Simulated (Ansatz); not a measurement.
A run of Ansatz (development build ahead of 0.2.0) on singlet CHN at this shape:

```yaml
atoms:
  - { symbol: C, position_ang: [0.0000, 0.0000, -0.5284] }
  - { symbol: N, position_ang: [0.0000, 0.0000, 0.6478] }
  - { symbol: H, position_ang: [0.0000, 0.0000, -1.5474] }
```

Its results:

| Quantity | Value |
| --- | --- |
| Converged | yes |
| Reference energy | -92.90232 hartree |
| Correlation energy | -0.34943 hartree |
| Total energy | -93.25175 hartree |
| Spin squared of the determinant | 0.000 |
| Stability test | minimum among restricted orbitals |
| Occupied orbitals by symmetry in an Abelian subgroup (alpha; beta) | 5 A1 1 B1 1 B2; 5 A1 1 B1 1 B2 |

Forces (eV/Å):
```
atom     Fx     Fy      Fz
  C1  0.000  0.000   3.112
  N2  0.000  0.000  -1.034
  H3  0.000  0.000  -2.077
```

Problem. Which input gives this output? Name the method, the orbitals and the basis set, and write the input.

Solution. RHF-MP2 in cc-pVTZ. An unrestricted run that stays on the closed shell gives the same numbers.

```yaml
crystal:
  periodic: [false, false, false]
  atoms:
    - { symbol: C, position_ang: [0.0, 0.0, -0.52841] }
    - { symbol: "N", position_ang: [0.0, 0.0, 0.64779] }
    - { symbol: H, position_ang: [0.0, 0.0, -1.54741] }
basis:
  gaussian: { orbitals: cc-pVTZ }
hamiltonian:
  xc: hf
correlation:
  method: mp2
  frozen_orbitals: { C: 1, H: 0, "N": 1 }
output:
  forces: true
```
